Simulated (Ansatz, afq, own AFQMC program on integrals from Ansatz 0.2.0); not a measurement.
Integrals from Ansatz 0.2.0, then the random walk in our own AFQMC program (afq).

```yaml
crystal:
  periodic: [false, false, false]
  atoms:
    - {symbol: B, position_ang: [0.000000, -0.091982, 0.314337]}
    - {symbol: Al, position_ang: [0.000000, -0.033351, -1.805038]}
    - {symbol: H, position_ang: [0.000000, 0.125333, 1.490702]}
basis:
  gaussian: {orbitals: 6-31G}
magnetization: {spin_polarized: true, initial_magnetization: 1}
correlation: {method: ccsd_t, electrons: outside_noble_gas, hamiltonian_folder: ham}
```

```sh
$ ansatz run in.yaml --threads 1 --pin off --events-out ev --progress --plain --max-ram 24576MiB --backend cuda --devices 0, --max-vram 18GiB
```

afq runs on the folder ham with

```
--method phaseless --trial cisd --walkers 4000 --populations 20 --least-time 60 --time-step 0.005 --steps-per-block 50 --equilibration-blocks 28 --max-blocks 4000 --target-error 0.00016 --factor-cut 1e-05 --start spin_pure --seed 4827 --release-times 0.24,0.51,0.99,1.62,2.4 --release-step 0.03 --release-every 3 --taylor-order 6
```

Times are imaginary, in 1/Eh. The walk had a cap of 122 s. With eight or more populations the least sampling time is a fifth of least-time, and the error comes from their spread.

Output of the walk:

```
orbitals 18  electrons 4 3  factors 106 of 296
reference energy -267.02813009 Eh
CCSD correlation -0.08798784 Eh in 22 cycles, weight of the determinant in the CISD state 0.8888
energy of the start -267.115950 Eh
 block  time / (1/Eh)  mean weight  energy / Eh
     1     0.250  1.0000  -267.115394
     2     0.500  0.9999  -267.115413
     3     0.750  1.0000  -267.115625
     4     1.000  1.0000  -267.115954
     5     1.250  1.0001  -267.116294
     8     2.000  1.0001  -267.117072
    11     2.750  1.0000  -267.117485
    14     3.500  0.9999  -267.117696
    17     4.250  1.0000  -267.118170
    20     5.000  0.9999  -267.118218
    23     5.750  1.0001  -267.118415
    26     6.500  1.0000  -267.118219
    29     7.250  0.9999  -267.118239
    32     8.000  1.0001  -267.118878
    35     8.750  1.0000  -267.118662
    38     9.500  1.0000  -267.118872
    41    10.250  0.9999  -267.119025
    44    11.000  1.0001  -267.118625
    47    11.750  0.9999  -267.118795
    50    12.500  0.9999  -267.118427
    53    13.250  0.9999  -267.118707
    56    14.000  0.9999  -267.118766
    59    14.750  1.0001  -267.118685
    61    15.250  0.9999  -267.119859
    62    15.500  1.0000  -267.118840
    65    16.250  1.0000  -267.118705
    68    17.000  1.0000  -267.118708
    71    17.750  1.0001  -267.118636
    74    18.500  1.0000  -267.118507
    77    19.250  1.0001  -267.118630
    78    19.500  1.0000  -267.118521
error from the spread of 20 populations
released: time / (1/Eh)  energy / Eh  error  mean overlap
  0.24  -267.118721  0.000062  1.0014
  0.51  -267.118808  0.000053  1.0029
  0.99  -267.118848  0.000049  1.0063
  1.62  -267.118868  0.000044  1.0102
  2.40  -267.118988  0.000086  1.0098
energy -267.118705 +/- 0.000079 Eh
(rows thinned)
```

The run passed its tests (sampling time, drift between the halves within three errors, error under three times the target), which doesn't prove that it has relaxed.

Against this walk (error 2.1 meV) on the same determinant: CCSD(T) 18.8 meV higher, CCSDT(Q) 10.7 meV lower, CCSDTQ 11.9 meV lower, full CI 12.2 meV lower. The error is statistical and leaves out the bias of the constraint. Released to 2.40 1/Eh the energy lies 8 ± 3 meV (both errors) below the phaseless value, which shows part or all of the bias of the constraint, and full CI lies 4.5 meV below the released value. Full CI is exact here, so the walk's 12 meV above it is the walk's own error: the bias of the constraint with this trial.

Cautions: constraint bias not in the error; an unrestricted solution with more broken spin lies lower (105 meV, ⟨S²⟩ 1.20); the next higher spin lies close (full CI puts it 82 meV above).

The walk took 33 s on 1 × NVIDIA H100 80GB HBM3 with 2 threads of AMD EPYC 7R13 Processor (Zen 3), on a shared host (the card was shared). The log's last line is the phaseless energy.

CCSDT and higher add their correlation energy to the determinant of the CCSD(T) run, since their own runs factorise the integrals more tightly (a shift of under 2 meV). A walk keeps the symmetry of its determinant, which the program's search chose and which needn't be the lowest solution, so a lower state of the same spin and another symmetry isn't excluded.
